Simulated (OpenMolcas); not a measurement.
AlH3O (SMILES [OH][AlH2]): the vertical energy of the triplet above the singlet, rung by rung

The species is AlH3O (5 atoms), meant as a singlet with charge 0. SMILES: `[OH][AlH2]`. Geometry: a GFN2-xTB relaxation, a rough one for these elements and not checked as a minimum.

Each level gives the vertical energy of the triplet above the singlet (eV). The values are calculated.

| level | kind | program | value (eV) | less FCI/STO-3G | CPU time (all runs) |
| --- | --- | --- | --- | --- | --- |
| HF/STO-3G | Hartree–Fock | OpenMolcas | 7.20 | -0.26 | 3.4 s |
| SVWN5/STO-3G | LDA | OpenMolcas | 6.87 | -0.59 | 8.3 s |
| PBE/STO-3G | GGA | OpenMolcas | 6.84 | -0.62 | 11 s |
| r2SCAN/STO-3G | meta-GGA | OpenMolcas | 7.02 | -0.44 | 14 s |
| B3LYP/STO-3G | global hybrid | OpenMolcas | 7.20 | -0.26 | 11 s |
| M06-2X/STO-3G | hybrid meta-GGA | OpenMolcas | 7.51 | +0.05 | 13 s |
| CASSCF(2,2)/STO-3G | multireference | OpenMolcas | 7.73 | +0.27 | 3.4 s |
| CCSD(T)/STO-3G, open shells restricted | coupled cluster or CI | OpenMolcas | 7.47 | +0.01 | 4.7 s |
| FCI/STO-3G, open shells restricted | exact in the basis | OpenMolcas | 7.46 | 0.00 | 28 s |

FCI/STO-3G, open shells restricted is exact within its basis and frozen core, so for wave-function methods in that basis the difference is their error; functionals converge differently with the basis, so for them it is only a difference. The values span 6.84 to 7.73 eV. A triplet this far above the singlet is often a Rydberg-like or dissociative state; sets without diffuse functions put Rydberg states too high. All rows use very small basis sets, so even the best lies far from the true value. CPU times are rough (shared hosts, several kinds of processor): they show what a rung costs within a factor of a few.
